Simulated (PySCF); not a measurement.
# Spectroscopy problems

One computed conformer, relativity neglected, gas phase, fast rotation and ring inversion assumed for equivalent nuclei. Spin–spin couplings from B3LYP/pcJ-1 (spin–dipole term left out of most H,H and C,H couplings); PBE0/pcSseg-1 with gauge-including orbitals; PBE0-D3(BJ)/def2-SVP geometry; PySCF 2.14.

References, each an isolated molecule treated in the same way: 1H, 13C vs TMS. Multiplet labels drop J under 1 Hz and among equivalent protons, and merge close values. Unscaled 3J(H,H) run several per cent high. Shifts are as computed. Against solution values, carbons near 30 ppm lie about +2 ppm off and those near 130 ppm about +5 ppm. Of 1211 compounds with measured shifts, 218 miss one by over three times the rms of a fit or turn the order of signals round; such compounds aren't used in these exercises.

**Question.** C$_{4}$H$_{4}$N$_{2}$. 1H NMR (300 MHz, computed): δ 9.42 (d, J = 1.6 Hz, 1H), 8.82 (d, J = 5.4 Hz, 2H), 7.13 (td, J = 5.4, 1.6 Hz, 1H). 13C{1H} NMR (computed): δ 166.1 (CH), 162.8 (CH), 126.7 (CH). Identify the compound.

**Answer.** Pyrimidine (SMILES c1cncnc1). The formula gives 4 degrees of unsaturation (1 ring in the answer). 3 carbon signals for 4 carbons: some carbons are equivalent by symmetry or fast rotation. Carbon types of the structure: 4 × CH, which accounts for all hydrogens. δC 162.8: aromatic CH next to a ring nitrogen; the adjacent pyridine-type nitrogen withdraws density from it. δC 126.7: aromatic CH; the aromatic region. δH 9.42: hydrogen on an aromatic CH between two ring heteroatoms; the ring current deshields protons in the ring plane. δH 8.82: hydrogen on an aromatic CH next to a ring nitrogen; ring current plus the neighbouring ring nitrogen. The protons at 7.13 and 8.82 share a coupling of 5.4 Hz (vicinal, an ortho-type coupling).

This is the structure that produced the data.

**Question.** C$_{4}$H$_{4}$N$_{2}$. 1H NMR (300 MHz, computed): δ 7.83 (m, 1H), 7.63 (m, 1H), 6.67 (t, J = 1.2 Hz, 1H), 6.38 (t, J = 1.3 Hz, 1H). 13C{1H} NMR (computed): δ 162.1 (CH2), 142.8 (CH2), 138.3 (C), 116.6 (C). Give a structure.

**Answer.** `C=NC(=C)C#N`. Rings plus π bonds: 4 (no ring in the answer). 4 carbon signals for 4 carbons: no two carbons are equivalent. Carbon types of the structure: 2 × C, 2 × CH2, which accounts for all hydrogens. δC 162.1: C=N carbon. δC 142.8: terminal =CH2 carbon; the olefinic region. δC 138.3: fully substituted alkene carbon; an sp2 carbon of a C=C bond. δC 116.6: nitrile carbon; typical of a nitrile.

This is the structure that produced the data.
